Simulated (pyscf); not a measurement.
Structures and frequencies: ωB97X-D3(BJ)/def2-SVP in PySCF. MP2 and CC: frozen core, UHF for open shells. ΔMP2 is the change of the MP2 total energy from the triple- to the quadruple-zeta basis.

Q: PBE/def2-TZVP puts the barrier of `[CH3][Zn][SH]` -> `[CH4]` + `[S]=[Zn]` (elimination; singlet surface; C–Zn, H–S broken, C–H formed) at 68.9 kcal/mol and the reaction energy at +44.9 kcal/mol, from the reactant's lowest minimum found. What do r²SCAN/def2-TZVP, PBE0-D3(BJ)/def2-TZVP, CCSD(T)/def2-TZVPP + ΔMP2(QZVPP) give on the same structures?

A: r²SCAN: ΔE‡ = 72.5 kcal/mol, ΔE = +49.1 kcal/mol; PBE0-D3(BJ): ΔE‡ = 73.9 kcal/mol, ΔE = +49.3 kcal/mol; CCSD(T): ΔE‡ = 75.9 kcal/mol, ΔE = +49.1 kcal/mol. PBE's barrier lies under all of them, by 3.6 to 7.0 kcal/mol. Its reaction energy lies under all of them, by 4.2 to 4.4 kcal/mol. Much of the shift in the barrier follows the reaction energy. On the product side the descent ends in a bound adduct, 8.5 kcal/mol under the separated species and 36.6 kcal/mol under the saddle at ωB97X-D3(BJ)/def2-TZVP. At ωB97X-D3(BJ) the barrier from the zero used here is 82.2 kcal/mol. This is the saddle that the search found; another between the same sides may lie lower. The CCSD(T) − MP2 part came from Ansatz, without density fitting, on the same reference. The frozen core leaves the outer d or s,p core shells of the metals and heavy elements correlated in the MP2 and CC values, and def2-TZVPP describes them poorly, which can shift differences by a few kcal/mol. Elements up to Kr have no core potential and no relativistic terms here.
